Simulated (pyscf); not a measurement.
•H₂C–SiH₂–Cl (SMILES [CH2][SiH2]Cl) + CH₄ (SMILES C) → H₃C–SiH₂–Cl (SMILES C[SiH2]Cl) + CH₃• (SMILES [CH3]) (hydrogen abstraction; doublet surface; C–H broken, C–H formed). Single points on ωB97X-D3(BJ)/def2-SVP structures (PySCF, gas phase). Energies in kcal/mol from the separated reactants.

```csv
level,barrier,reaction energy
ωB97X-D3(BJ)/def2-TZVP,16.5,+3.9
PBE/def2-TZVP,___,___
r²SCAN/def2-TZVP,14.5,+3.6
PBE0-D3(BJ)/def2-TZVP,13.9,+3.7
M06-2X/def2-TZVP,17.5,+4.0
HF/def2-TZVP,___,+3.7
```

Problem. Complete the blanks.

Solution. 
- PBE/def2-TZVP, barrier: 12.2
- PBE/def2-TZVP, reaction energy: +4.4
- HF/def2-TZVP, barrier: 32.9

The functionals in the table span 5.3 kcal/mol in this barrier, from PBE to M06-2X. •H₂C–SiH₂–Cl lies 11.1 kcal/mol over its isomer H₃C–SiH•–Cl (electronic energy, ωB97M-D3(BJ)/def2-TZVP). This is the saddle that the search found; another between the same sides may lie lower. The angle at the transferred H is 178°.
